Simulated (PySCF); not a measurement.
CCl⁺: everyday levels beside a composite calculation

PySCF; the state is a singlet (closed shell). The composite is CCSD(T) extrapolated to the basis-set limit from two correlation-consistent sets, with core-valence (CV) and scalar-relativistic (SR) terms as its label shows; it has no spin–orbit coupling and nothing beyond (T). Here it is CCSD(T)/CBS(TQ)+CV+SR. It gives Re = 1.537 Å, ωe = 1187 cm⁻¹ and De = 6.63 eV to C⁺ + Cl.

```
      level                        basis     relativity  Re (Å)  ωe (cm⁻¹)  De (eV)
RHF-SCS-MP2          cc-pVDZ/cc-pV(D+d)Z  no relativity   1.542       1250     6.13
   RHF-CCSD  aug-cc-pVDZ/aug-cc-pV(D+d)Z  no relativity   1.553       1205     5.85
        PBE          cc-pVDZ/cc-pV(D+d)Z  no relativity   1.563       1149     7.32
        PBE                  def2-TZVPPD  no relativity   1.555       1136     7.37
     r²SCAN                  def2-TZVPPD  no relativity   1.543       1175     6.98
    r²SCANh                  def2-TZVPPD  no relativity   1.537       1197     6.80
       PBE0  aug-cc-pVDZ/aug-cc-pV(D+d)Z  no relativity   1.544       1212     6.76
       PBE0                    def2-TZVP  no relativity   1.535       1207     6.85
  CAM-B3LYP                  def2-TZVPPD  no relativity   1.527       1223     6.59
      ωB97X          cc-pVDZ/cc-pV(D+d)Z  no relativity   1.535       1257     6.49
```

Give the difference of each row from the composite.



```tsv
level	basis	ΔRe (pm)	Δωe (%)	ΔDe (eV)
RHF-SCS-MP2	cc-pVDZ/cc-pV(D+d)Z	+0.5	+5.3	-0.50
RHF-CCSD	aug-cc-pVDZ/aug-cc-pV(D+d)Z	+1.6	+1.5	-0.78
PBE	cc-pVDZ/cc-pV(D+d)Z	+2.6	-3.2	+0.69
PBE	def2-TZVPPD	+1.8	-4.3	+0.74
r²SCAN	def2-TZVPPD	+0.6	-1.0	+0.35
r²SCANh	def2-TZVPPD	+0.0	+0.8	+0.17
PBE0	aug-cc-pVDZ/aug-cc-pV(D+d)Z	+0.7	+2.1	+0.13
PBE0	def2-TZVP	-0.2	+1.7	+0.22
CAM-B3LYP	def2-TZVPPD	-1.0	+3.0	-0.04
ωB97X	cc-pVDZ/cc-pV(D+d)Z	-0.2	+5.9	-0.14
```

Which rows come closest in De?

CAM-B3LYP in def2-TZVPPD (-0.04 eV), counted from the composite.

Correlated steps freeze 6 core orbitals. Correlated levels converge slowly with the basis: in double zeta they bind strong bonds too weakly, by up to about 1 eV, and carry superposition errors of some tenths. For an ion De counts to the pair picked by the measured ionisation energies or electron affinities, which need not be the lowest pair at this level. Where the molecule has an RHF reference, its open-shell atoms are computed with UHF. The CCSD T1 diagnostic is raised in CCl⁺, a sign that a single reference may not be enough there.
